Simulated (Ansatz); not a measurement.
# AlGaHF (H-bridged), triplet: the ladder up to UCCSDT(Q)

Geometry: that of the AlGaHF (H-bridged), singlet, kept fixed.

```xyz
4

F     0.0000    0.2780    2.8734
Al    0.0000   -0.3368    1.3309
Ga    0.0000    0.0372   -1.2999
H     0.0000    1.2041    0.1341
```

Basis cc-pVDZ; Ansatz 0.2.0. Only valence electrons are correlated (noble-gas cores and the filled d shells of p-block atoms frozen), which leaves 14 electrons in 44 orbitals. Prefix R: restricted or restricted open-shell reference; prefix U: unrestricted. Active spaces: frontier = (10e, 10o) about the gap. No spin–orbit coupling is included, and no scalar relativity.

Full CI isn't at hand for all of this; UCCSDT(Q) serves as the reference, and is uncertain by about the last step of the cluster series. The frozen core follows each run's orbitals, which can shift R against U totals by a few meV for light atoms and by up to 0.1 eV past Ca.

The UHF ⟨S²⟩ is 2.013 and the T1 diagnostic (RCCSD) is 0.0269. The largest doubles amplitude (RCCSD) is 0.060 and the T1 diagnostic (UCCSD) is 0.0228.

| level | E − E(UHF) (eV) |
| --- | --- |
| UMP2 | -7.7000 |
| UCCSD | -8.3865 |
| UCCSD(T) | -8.5833 |

Q: Estimate how far UCCSDT(Q) in cc-pVDZ lies from UCCSD(T). The table doesn't fix it; the size of (T) and the diagnostics are the guide.

A: UCCSDT(Q) in cc-pVDZ lies 5.6 kJ/mol below UCCSD(T), which is 29 % of the (T) step (-19.0 kJ/mol). The diagnostics give no warning, yet the rest is a sizeable part of (T). The miss exceeds 1 kcal/mol.

The other levels:

```tsv
level	E − E(UCCSDT(Q)) (kJ/mol)	wall time
UCCSDT	2.0	–
```

Run but not shown, since their state, orbitals or frozen core can't be matched to the reference's or they repeat it: RHF, RMP2, RCCSD, RCCSD(T), BCCD(T), RCCSDT, RCCSDT(Q), CASSCF (frontier space), NEVPT2 (frontier space).
